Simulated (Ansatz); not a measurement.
CH₅BO (`CBO`), relaxed with RKS PBE-D4/def2-SVP in Ansatz 0.2.0 from a rough embedded geometry. The force threshold is 0.03 eV/Å; the program also tests the step.

Charge 0, multiplicity 1.

Start:

```xyz
8

C    -0.593    0.608    0.313
B     0.445   -0.152   -0.499
O     1.385   -1.022    0.196
H    -0.508    0.410    1.350
H    -1.660    0.355    0.022
H    -0.490    1.758    0.173
H     0.479   -0.041   -1.705
H     0.941   -1.916    0.150
```

By how much does the energy fall, and how many steps does the optimiser take? (Estimate.)

Ansatz gave: 22.23 kcal/mol, in 8 steps.

Which bonds change most? (Best estimate.)

The calculation gave: B2–O3 from 1.458 to 1.365 Å; C1–H6 from 1.163 to 1.111 Å; C1–H4 from 1.059 to 1.108 Å; C1–B2 from 1.522 to 1.569 Å.

Give the relaxed structure. (Estimate.)

Ansatz gave: 
```xyz
8

C    -0.640    0.694    0.363
B     0.313   -0.295   -0.395
O     1.012   -1.225    0.319
H    -0.624    0.570    1.463
H    -1.684    0.554    0.005
H    -0.386    1.747    0.113
H     0.444   -0.258   -1.616
H     1.564   -1.787   -0.253
```
